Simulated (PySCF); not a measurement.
# singlet [CClF2]+: levels of theory compared

We compute a comparison of 6 runs (PBE/STO-6G, SVWN5/STO-6G, BCCD(T)/STO-6G, QCISD(T)/STO-6G, CISD/STO-6G, FCI/STO-6G) of singlet [CClF2]+. The job is set up through a Python script.

Program for the calculation: PySCF 2.14.0.

3 further runs of the same task are left out: 3 set aside as unsound or not needed.

## Step 1: Starting point

The species is [CClF2]+ (4 atoms), meant as a singlet with charge +1. SMILES of the parent species: `F[C](F)Cl`. The coordinates come from a PBE0-D4/def2-TZVP relaxation. That shape belongs to the parent species and isn't relaxed for this state.

Bond lengths: F1–C2 1.315 Å, C2–F3 1.315 Å, C2–Cl4 1.719 Å. Angles: F1–C2–F3 110.6°, F1–C2–Cl4 114.1°, F3–C2–Cl4 114.1°.

## Step 2: The energy at PBE/STO-6G (run 1)

geometry.xyz reads:

```xyz
4

F      0.026200     0.169300     1.294600
C     -0.230600    -0.190200     0.056400
F      0.573000    -1.160700    -0.318600
Cl    -0.313000     1.121200    -1.052700
```

calc.py reads:

```python
from pyscf import gto, dft

mol = gto.Mole()
mol.atom = 'geometry.xyz'
mol.basis = 'sto-6g'
mol.verbose = 3
mol.charge = 1
mol.max_memory = 1860
mol.build()

mf = dft.RKS(mol)
mf.xc = 'pbe'
mf.conv_tol = 1e-10
mf.grids.level = 5
mf.kernel()
if not mf.converged:
    mf = mf.newton().run(mf.mo_coeff, mf.mo_occ)

etot = mf.e_tot
print(f'total energy: {etot:.8f} hartree')
```

The run is started by

```sh
OMP_NUM_THREADS=1 python calc.py
```

The log of the run:

```text
converged SCF energy = -694.514946235176
total energy: -694.51494624 hartree
```

It took 4.2 s on 1 thread of Intel Xeon Platinum 8488C (Sapphire Rapids), shared host; peak memory 0.22 GiB.

## Step 3: A single-point energy at SVWN5/STO-6G (run 2)

calc.py reads:

```python
from pyscf import gto, dft

molecule = gto.Mole()
molecule.atom = '''
F      0.026200     0.169300     1.294600
C     -0.230600    -0.190200     0.056400
F      0.573000    -1.160700    -0.318600
Cl    -0.313000     1.121200    -1.052700
'''
molecule.verbose = 4
molecule.basis = 'sto-6g'
molecule.charge = 1
molecule.max_memory = 1860
molecule.spin = 0
molecule.build()

mf = dft.RKS(molecule)
mf.xc = 'svwn'
mf.grids.level = 5
mf.conv_tol = 1e-10
mf.kernel()
if not mf.converged:
    mf = mf.newton().run(mf.mo_coeff, mf.mo_occ)

e_tot = mf.e_tot
print('E(%s) = %.9f' % ('SVWN5', e_tot))
```

The run is started by

```sh
OMP_NUM_THREADS=1 python calc.py
```

The log of the run:

```text
PySCF version 2.14.0

[INPUT] num. atoms = 4
[INPUT] num. electrons = 40
[INPUT] charge = 1
[INPUT] spin (= nelec alpha-beta = 2S) = 0
[INPUT] symmetry False subgroup None
[INPUT] Mole.unit = angstrom
[INPUT] Symbol           X                Y                Z      unit          X                Y                Z       unit  Magmom
[INPUT]  1 F      0.026200000000   0.169300000000   1.294600000000 AA    0.049510824464   0.319930632889   2.446439440862 Bohr   0.0
[INPUT]  2 C     -0.230600000000  -0.190200000000   0.056400000000 AA   -0.435770844325  -0.359425908892   0.106580553425 Bohr   0.0
[INPUT]  3 F      0.573000000000  -1.160700000000  -0.318600000000 AA    1.082813069376  -2.193405112783  -0.602066743286 Bohr   0.0
[INPUT]  4 Cl    -0.313000000000   1.121200000000  -1.052700000000 AA   -0.591484276989   2.118760930862  -1.989314691330 Bohr   0.0

nuclear repulsion = 158.060087584407
number of shells = 14
number of NR pGTOs = 144
number of NR cGTOs = 24
basis = sto-6g
ecp = {}

******** <class 'pyscf.dft.rks.RKS'> ********
method = RKS
initial guess = minao
damping factor = 0
level_shift factor = 0
DIIS = <class 'pyscf.scf.diis.CDIIS'>
diis_start_cycle = 1
diis_space = 8
diis_damp = 0
SCF conv_tol = 1e-10
SCF conv_tol_grad = None
SCF max_cycles = 50
direct_scf = True
direct_scf_tol = 1e-13
XC library pyscf.dft.libxc version 7.0.0
    S. Lehtola, C. Steigemann, M. J.T. Oliveira, and M. A.L. Marques.,  SoftwareX 7, 1–5 (2018)
XC functionals = svwn
    P. A. M. Dirac.,  Math. Proc. Cambridge Philos. Soc. 26, 376 (1930)
    F. Bloch.,  Z. Phys. 57, 545 (1929)
    S. H. Vosko, L. Wilk, and M. Nusair.,  Can. J. Phys. 58, 1200 (1980)
radial grids:
    Treutler-Ahlrichs [JCP 102, 346 (1995); DOI:10.1063/1.469408] (M4) radial grids

becke partition: Becke, JCP 88, 2547 (1988); DOI:10.1063/1.454033
pruning grids: <function nwchem_prune>
grids dens level: 5
symmetrized grids: False
atomic radii adjust function: <function treutler_atomic_radii_adjust>
small_rho_cutoff = 0
Set gradient conv threshold to 1e-05
Initial guess from minao.
tot grids = 173784
init E= -692.431564178742
  HOMO = -0.382313579360025  LUMO = -0.14354134000551  gap/eV = 6.49732
cycle= 1 E= -691.473018711289  delta_E= 0.959  |g|= 0.891  |ddm|= 2.84
  HOMO = -0.49840418081856  LUMO = -0.480590947643851  gap/eV = 0.48472
cycle= 2 E= -690.475731017853  delta_E= 0.997  |g|= 1.85  |ddm|= 3.72
  HOMO = -0.535864956037131  LUMO = -0.416677087430055  gap/eV = 3.24327
cycle= 3 E= -691.705826096121  delta_E= -1.23  |g|= 0.321  |ddm|= 2.92
  HOMO = -0.530986077573098  LUMO = -0.444398020856299  gap/eV = 2.35618
cycle= 4 E= -691.737282958336  delta_E= -0.0315  |g|= 0.182  |ddm|= 1.04
  HOMO = -0.547319493019519  LUMO = -0.444172751631043  gap/eV = 2.80677
cycle= 5 E= -691.753709630431  delta_E= -0.0164  |g|= 0.012  |ddm|= 0.379
  HOMO = -0.547641739223848  LUMO = -0.444273527201088  gap/eV = 2.81279
cycle= 6 E= -691.753753456102  delta_E= -4.38e-05  |g|= 0.0041  |ddm|= 0.017
  HOMO = -0.547881116030237  LUMO = -0.444051262163525  gap/eV = 2.82535
cycle= 7 E= -691.753759499247  delta_E= -6.04e-06  |g|= 0.00145  |ddm|= 0.00584
  HOMO = -0.547908526193309  LUMO = -0.444021270039525  gap/eV = 2.82692
cycle= 8 E= -691.753759984096  delta_E= -4.85e-07  |g|= 0.000836  |ddm|= 0.0019
  HOMO = -0.547929988630107  LUMO = -0.443989845446643  gap/eV = 2.82836
cycle= 9 E= -691.753760207269  delta_E= -2.23e-07  |g|= 6.25e-05  |ddm|= 0.00107
  HOMO = -0.547930146026311  LUMO = -0.44398661162028  gap/eV = 2.82845
cycle= 10 E= -691.753760208531  delta_E= -1.26e-09  |g|= 3.53e-06  |ddm|= 8.53e-05
  HOMO = -0.547930070348847  LUMO = -0.443986959212006  gap/eV = 2.82844
cycle= 11 E= -691.753760208537  delta_E= -5.46e-12  |g|= 2.13e-07  |ddm|= 6.44e-06
  HOMO = -0.547930005140027  LUMO = -0.443986974823831  gap/eV = 2.82843
Extra cycle  E= -691.753760208536  delta_E= 7.96e-13  |g|= 5.52e-07  |ddm|= 1.79e-06
converged SCF energy = -691.753760208536
E(SVWN5) = -691.753760209
```

Wall time 2.8 s (1 thread of Intel Xeon Platinum 8488C (Sapphire Rapids), shared host); peak memory 0.15 GiB.

Run 3 isn't shown in full; the table further down has it.

## Step 4: The energy at QCISD(T)/STO-6G (run 4)

start.xyz reads:

```xyz
4
CClF2
F      0.026200     0.169300     1.294600
C     -0.230600    -0.190200     0.056400
F      0.573000    -1.160700    -0.318600
Cl    -0.313000     1.121200    -1.052700
```

input.py reads:

```python
from pyscf import gto, cc

mol = gto.M(
    atom='start.xyz',
    verbose=3,
    max_memory=1860,
    basis='sto-6g',
    spin=0,
    charge=1,
)

calc0 = mol.RHF()
calc0.conv_tol = 1e-10
calc0.kernel()
if not calc0.converged:
    calc0 = calc0.newton().run(calc0.mo_coeff, calc0.mo_occ)

mycc = cc.QCISD(calc0, frozen=8)
mycc.kernel()
e_t = mycc.qcisd_t()
e_final = mycc.e_tot + e_t
print(f'total energy: {e_final:.8f} hartree')
```

The run is started by

```sh
OMP_NUM_THREADS=1 python input.py
```

The log of the run:

```text
converged SCF energy = -693.321380589631
E(QCISD) = -693.4912585522796  E_corr = -0.1698779626488958
QCISD(T) correction = -0.0108130285640151
total energy: -693.50207158 hartree
```

It took 0.97 s on 1 thread of Intel Xeon Platinum 8488C (Sapphire Rapids), shared host; peak memory 0.12 GiB.

Run 5 isn't shown in full; the table further down has it.

## Step 5: A single-point energy at FCI/STO-6G (run 6)

run.py reads:

```python
from pyscf import gto, scf, mcscf
from pyscf import fci

mol = gto.Mole()
mol.atom = '''
F      0.049511     0.319931     2.446439
C     -0.435771    -0.359426     0.106581
F      1.082813    -2.193405    -0.602067
Cl    -0.591484     2.118761    -1.989315
'''
mol.charge = 1
mol.max_memory = 1860
mol.unit = 'bohr'
mol.basis = 'sto-6g'
mol.verbose = 4
mol.spin = 0
mol.build()

mf = scf.RHF(mol)
mf.conv_tol = 1e-10
mf.kernel()
if not mf.converged:
    mf = mf.newton().run(mf.mo_coeff, mf.mo_occ)

cas = mcscf.CASCI(mf, mf.mo_coeff.shape[-1] - 8, (mol.nelec[0] - 8, mol.nelec[1] - 8))  # full CI above the frozen core
cas.fcisolver = fci.direct_spin0.FCI(mol)  # even spin states alone
cas.kernel()
print('<S^2> = %.4f' % cas.fcisolver.spin_square(cas.ci, cas.ncas, cas.nelecas)[0])
e_tot = cas.e_tot
print('Final energy', e_tot)
```

The run is started by

```sh
OMP_NUM_THREADS=1 python run.py
```

The log of the run:

```text
PySCF version 2.14.0

[INPUT] num. atoms = 4
[INPUT] num. electrons = 40
[INPUT] charge = 1
[INPUT] spin (= nelec alpha-beta = 2S) = 0
[INPUT] symmetry False subgroup None
[INPUT] Mole.unit = bohr
[INPUT] Symbol           X                Y                Z      unit          X                Y                Z       unit  Magmom
[INPUT]  1 F      0.026200092890   0.169300194267   1.294599766706 AA    0.049511000000   0.319931000000   2.446439000000 Bohr   0.0
[INPUT]  2 C     -0.230600082380  -0.190200048212   0.056400236317 AA   -0.435771000000  -0.359426000000   0.106581000000 Bohr   0.0
[INPUT]  3 F      0.572999963288  -1.160699940318  -0.318600135847 AA    1.082813000000  -2.193405000000  -0.602067000000 Bohr   0.0
[INPUT]  4 Cl    -0.312999853424   1.121200036586  -1.052700163341 AA   -0.591484000000   2.118761000000  -1.989315000000 Bohr   0.0

nuclear repulsion = 158.060089415464
number of shells = 14
number of NR pGTOs = 144
number of NR cGTOs = 24
basis = sto-6g
ecp = {}

******** <class 'pyscf.scf.hf.RHF'> ********
method = RHF
initial guess = minao
damping factor = 0
level_shift factor = 0
DIIS = <class 'pyscf.scf.diis.CDIIS'>
diis_start_cycle = 1
diis_space = 8
diis_damp = 0
SCF conv_tol = 1e-10
SCF conv_tol_grad = None
SCF max_cycles = 50
direct_scf = True
direct_scf_tol = 1e-13
Set gradient conv threshold to 1e-05
Initial guess from minao.
init E= -693.940532711315
  HOMO = -0.500704961734569  LUMO = -0.0666454205897167  gap/eV = 11.81136
cycle= 1 E= -693.015413649891  delta_E= 0.925  |g|= 0.894  |ddm|= 2.72
  HOMO = -0.72299205822148  LUMO = -0.437847202545666  gap/eV = 7.75919
cycle= 2 E= -693.23319003077  delta_E= -0.218  |g|= 0.535  |ddm|= 1.88
  HOMO = -0.754974839322907  LUMO = -0.292243986986462  gap/eV = 12.59155
cycle= 3 E= -693.320045988376  delta_E= -0.0869  |g|= 0.0381  |ddm|= 0.632
  HOMO = -0.763571410066464  LUMO = -0.268160377667469  gap/eV = 13.48082
cycle= 4 E= -693.321283635008  delta_E= -0.00124  |g|= 0.00921  |ddm|= 0.113
  HOMO = -0.760215276043932  LUMO = -0.272328475889966  gap/eV = 13.27608
cycle= 5 E= -693.321364990174  delta_E= -8.14e-05  |g|= 0.00364  |ddm|= 0.0262
  HOMO = -0.760299907063596  LUMO = -0.272251248841745  gap/eV = 13.28048
cycle= 6 E= -693.321379909804  delta_E= -1.49e-05  |g|= 0.000698  |ddm|= 0.014
  HOMO = -0.759976700171839  LUMO = -0.272231737320924  gap/eV = 13.27222
cycle= 7 E= -693.3213804603  delta_E= -5.5e-07  |g|= 0.000244  |ddm|= 0.00251
  HOMO = -0.759966573967047  LUMO = -0.272289826791886  gap/eV = 13.27036
cycle= 8 E= -693.32138055829  delta_E= -9.8e-08  |g|= 7.12e-05  |ddm|= 0.00141
  HOMO = -0.759954786410736  LUMO = -0.272285571974015  gap/eV = 13.27016
cycle= 9 E= -693.321380566341  delta_E= -8.05e-09  |g|= 1.67e-05  |ddm|= 0.00043
  HOMO = -0.759954062118832  LUMO = -0.272284173916606  gap/eV = 13.27017
cycle= 10 E= -693.321380566728  delta_E= -3.87e-10  |g|= 4.96e-06  |ddm|= 8.05e-05
  HOMO = -0.75995309089366  LUMO = -0.27228392318806  gap/eV = 13.27015
cycle= 11 E= -693.321380566754  delta_E= -2.68e-11  |g|= 7.01e-07  |ddm|= 2.31e-05
  HOMO = -0.759953127239447  LUMO = -0.272283788851086  gap/eV = 13.27016
Extra cycle  E= -693.321380566754  delta_E= 1.14e-13  |g|= 2.89e-07  |ddm|= 1.34e-06
converged SCF energy = -693.321380566754

******** <class 'pyscf.mcscf.casci.CASCI'> ********
CAS (12e+12e, 16o), ncore = 8, nvir = 0
natorb = False
canonicalization = True
sorting_mo_energy = False
******** <class 'pyscf.fci.direct_spin0.FCISolver'> ********
max. cycles = 100
conv_tol = 1e-10
davidson only = False
linear dependence = 1e-14
level shift = 0.001
max iter space = 12
nroots = 1
pspace_size = 400
spin = None
Density matrix diagonal elements [1.99523537 1.99546908 1.99265961 1.97828752 1.96917798 1.98503746
 1.94602428 1.97897702 1.96214608 1.95642604 1.98046571 1.99392901
 0.12201345 0.05163538 0.04449616 0.04801984]
CASCI converged
CASCI E = -693.501713587616  E(CI) = -130.290538293969  S^2 = 0.0000000
<S^2> = 0.0000
Final energy -693.5017135876162
```

It took 58 s on 1 thread of Intel Xeon Platinum 8488C (Sapphire Rapids), shared host; peak memory 0.84 GiB.

## Step 6: Overview of the runs

| run | level | integration grid | frozen core orbitals | energy (Eh) | HOMO energy (eV) | LUMO energy (eV) | HOMO–LUMO gap (eV) | wall time |
| --- | --- | --- | --- | --- | --- | --- | --- | --- |
| 1 | PBE/STO-6G | 5 | – | -694.514946 | -14.93 | -12.06 | 2.86 | 4.2 s |
| 2 | SVWN5/STO-6G | 5 | – | -691.753760 | -14.91 | -12.08 | 2.83 | 2.8 s |
| 3 | BCCD(T)/STO-6G | – | 8 | -693.499817 | – | – | – | 1.1 s |
| 4 | QCISD(T)/STO-6G | – | 8 | -693.502072 | -20.68 | -7.41 | 13.27 | 0.97 s |
| 5 | CISD/STO-6G | – | 8 | -693.479263 | -20.68 | -7.41 | 13.27 | 0.84 s |
| 6 | FCI/STO-6G | – | 8 | -693.501714 | -20.68 | -7.41 | 13.27 | 58 s |

## Step 7: Outcome

```
                                          quantity          value
                               run 6: total energy  -693.50171 Eh
        run 6: HOMO energy (Hartree–Fock orbitals)      -20.68 eV
        run 6: LUMO energy (Hartree–Fock orbitals)       -7.41 eV
      run 6: HOMO–LUMO gap (Hartree–Fock orbitals)       13.27 eV
run 6: correlation energy (8 core orbitals frozen)     -180.3 mEh
```

**Reading.** Against full CI in this basis: BCCD(T) +1.9 mEh; QCISD(T) -0.4 mEh; CISD +22.5 mEh. Totals of different functionals can't be ranked against each other. In runs 1, 2, 3, 4, 5, 6 the basis is minimal, so the values are rough. All runs together took 68 s, the longest 58 s.
